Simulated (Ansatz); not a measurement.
# AlH3 (SMILES [H][Al]([H])[H]): the energy, rung by rung

AlH3: 4 atoms, total charge 0, spin state singlet. As SMILES, `[H][Al]([H])[H]`. Geometry: a GFN2-xTB relaxation, a rough one for these elements and not checked as a minimum.

```xyz
4

Al    0.0000    0.0000    0.0000
H     1.5527   -0.0305    0.0146
H    -0.7498    1.3598   -0.0191
H    -0.8028   -1.3293    0.0045
```

Each level gives the energy change with the Al1–H2 bond stretched from 1.553 to 3.883 Å (eV). The values are calculated.

| level | kind | program | value (eV) | less FCI/6-31G* |
| --- | --- | --- | --- | --- |
| HF/6-31G* (spherical functions) (restricted) | Hartree–Fock | Ansatz | 5.57 | +2.27 |
| r2SCAN/6-31G* (spherical functions) (restricted) | meta-GGA | Ansatz | 4.42 | +1.12 |
| B3LYP/6-31G* (spherical functions) (restricted) | global hybrid | Ansatz | 4.47 | +1.17 |
| BHLYP/6-31G* (spherical functions) (restricted) | global hybrid | Ansatz | 5.03 | +1.73 |
| HSE06/6-31G* (spherical functions) (restricted) | range-separated hybrid | Ansatz | 4.57 | +1.27 |
| CCSD(T)/6-31G* (spherical functions) (restricted) | coupled cluster or CI | Ansatz | 3.25 | -0.05 |
| CCSDT/6-31G* (spherical functions) (restricted) | coupled cluster or CI | Ansatz | 3.31 | +0.01 |
| FCI/3-21G | exact in the basis | Ansatz | 3.09 | -0.21 |
| FCI/6-31G* (spherical functions) | exact in the basis | Ansatz | 3.30 | 0.00 |

FCI/6-31G* (spherical functions) is exact within its basis and frozen core, so for wave-function methods in that basis the difference is their error; functionals converge differently with the basis, so for them it is only a difference. Spin-restricted single references rise too steeply as a bond breaks, Hartree–Fock most of all. Perturbation and coupled-cluster corrections on them can overshoot downwards. The first shape isn't each level's own minimum. The values span 3.09 to 5.57 eV. High-level rows in very small sets aren't better than simpler rows in larger ones.
